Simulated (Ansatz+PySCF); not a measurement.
A calculation with Ansatz (development build ahead of 0.2.0).

```yaml
crystal:
  periodic: [false, false, false]
  atoms:
    - { symbol: O, position_ang: [0.0, 0.0, -0.12477] }
    - { symbol: H, position_ang: [0.0, 0.0, 0.99812] }
basis:
  gaussian: { orbitals: "6-31G" }
magnetization:
  spin_polarized: true
  initial_magnetization: 1
hamiltonian:
  xc: hf
correlation:
  method: mp2
  frozen_orbitals: { H: 0, O: 1 }
scf:
  omitted_lower_state_checks: [stability, starts, atomic_configurations, cluster_reference, orbital_swaps, given_window_search, neighbouring_geometries, increment]
```

The input is written out in the form of the current development build from the run's settings.

The run gave:

```
Converged                                                          : yes
Reference energy                                                   : -75.34708 hartree
Correlation energy                                                 : -0.09407 hartree
Total energy                                                       : -75.44115 hartree
Spin squared of the determinant                                    : 0.763
Occupied orbitals by symmetry in an Abelian subgroup (alpha; beta) : 3 A1 1 B1 1 B2; 3 A1 1 B1
```
